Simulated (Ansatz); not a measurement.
Geometry optimisation, Ansatz 0.2.0, UKS r2SCAN-D4/def2-mTZVP.

The input (input.yaml):

```yaml
crystal:
  periodic: [false, false, false]
  atoms:
    - { symbol: B, position_ang: [-0.64734, 1.23235, -1.55726] }
    - { symbol: Al, position_ang: [0.5123, 0.62392, 0.09381] }
    - { symbol: Al, position_ang: [0.29537, -1.55871, 1.42491] }
    - { symbol: H, position_ang: [-1.51568, 0.57968, -2.01955] }
    - { symbol: H, position_ang: [-0.48514, 2.26381, -2.10771] }
    - { symbol: H, position_ang: [1.65834, 1.60981, 0.58843] }
    - { symbol: H, position_ang: [-0.83454, -2.54533, 0.90255] }
    - { symbol: H, position_ang: [1.01668, -2.20553, 2.67483] }
magnetization:
  spin_polarized: true
basis:
  gaussian: { orbitals: def2-mTZVP }
hamiltonian:
  xc: r2scan
  dispersion: d4
relax:
  f_tol: 0.02
  max_steps: 50
```

Run as:

```bash
$ ansatz run input.yaml --threads 2 --pin off --max-ram 3072MiB --backend cpu --events-out ev --progress --plain --runs-dir out
```

**Question.** Where does it end, and by what steps?

**Answer.** The run converged. After 23 steps the energy has fallen by 0.511 eV; H8 moved furthest, 1.58 Å.

```json
{"step": "0", "energy less start (eV)": "0.0000", "largest force component (eV/Å)": "0.568", "accepted": "yes"}
{"step": "1", "energy less start (eV)": "-0.0566", "largest force component (eV/Å)": "0.387", "accepted": "yes"}
{"step": "2", "energy less start (eV)": "-0.1058", "largest force component (eV/Å)": "0.079", "accepted": "yes"}
{"step": "3", "energy less start (eV)": "-0.1078", "largest force component (eV/Å)": "0.029", "accepted": "yes"}
{"step": "4", "energy less start (eV)": "-0.1179", "largest force component (eV/Å)": "0.058", "accepted": "yes"}
{"step": "5", "energy less start (eV)": "-0.1413", "largest force component (eV/Å)": "0.532", "accepted": "yes"}
{"step": "6", "energy less start (eV)": "-0.1988", "largest force component (eV/Å)": "0.590", "accepted": "yes"}
{"step": "7", "energy less start (eV)": "-0.2555", "largest force component (eV/Å)": "0.585", "accepted": "yes"}
{"step": "8", "energy less start (eV)": "-0.3290", "largest force component (eV/Å)": "0.403", "accepted": "yes"}
{"step": "9", "energy less start (eV)": "-0.3851", "largest force component (eV/Å)": "0.255", "accepted": "yes"}
{"step": "10", "energy less start (eV)": "-0.4241", "largest force component (eV/Å)": "0.152", "accepted": "yes"}
{"step": "11", "energy less start (eV)": "-0.4149", "largest force component (eV/Å)": "0.347", "accepted": "no"}
{"step": "12", "energy less start (eV)": "-0.4360", "largest force component (eV/Å)": "0.123", "accepted": "yes"}
{"step": "13", "energy less start (eV)": "-0.4471", "largest force component (eV/Å)": "0.077", "accepted": "yes"}
{"step": "14", "energy less start (eV)": "-0.4574", "largest force component (eV/Å)": "0.207", "accepted": "yes"}
{"step": "15", "energy less start (eV)": "-0.4590", "largest force component (eV/Å)": "0.447", "accepted": "yes"}
{"step": "16", "energy less start (eV)": "-0.4889", "largest force component (eV/Å)": "0.083", "accepted": "yes"}
{"step": "17", "energy less start (eV)": "-0.5033", "largest force component (eV/Å)": "0.054", "accepted": "yes"}
{"step": "18", "energy less start (eV)": "-0.5074", "largest force component (eV/Å)": "0.166", "accepted": "yes"}
{"step": "19", "energy less start (eV)": "-0.5036", "largest force component (eV/Å)": "0.167", "accepted": "no"}
{"step": "20", "energy less start (eV)": "-0.5105", "largest force component (eV/Å)": "0.060", "accepted": "yes"}
{"step": "21", "energy less start (eV)": "-0.5112", "largest force component (eV/Å)": "0.047", "accepted": "yes"}
{"step": "22", "energy less start (eV)": "-0.5110", "largest force component (eV/Å)": "0.062", "accepted": "no"}
{"step": "23", "energy less start (eV)": "-0.5114", "largest force component (eV/Å)": "0.007", "accepted": "yes"}
```

```xyz
8
Properties=species:S:1:pos:R:3
B -0.693 1.374 -1.372
Al 0.742 0.389 -0.189
Al 0.133 -1.547 1.418
H -0.999 0.990 -2.466
H -1.317 2.324 -0.990
H 2.282 0.832 -0.282
H 0.099 -3.070 0.931
H -0.247 -1.292 2.950
```

Run time: 77 s on 2 threads of Arm Neoverse V2, with other jobs on the host, peak memory 0.21 GiB.
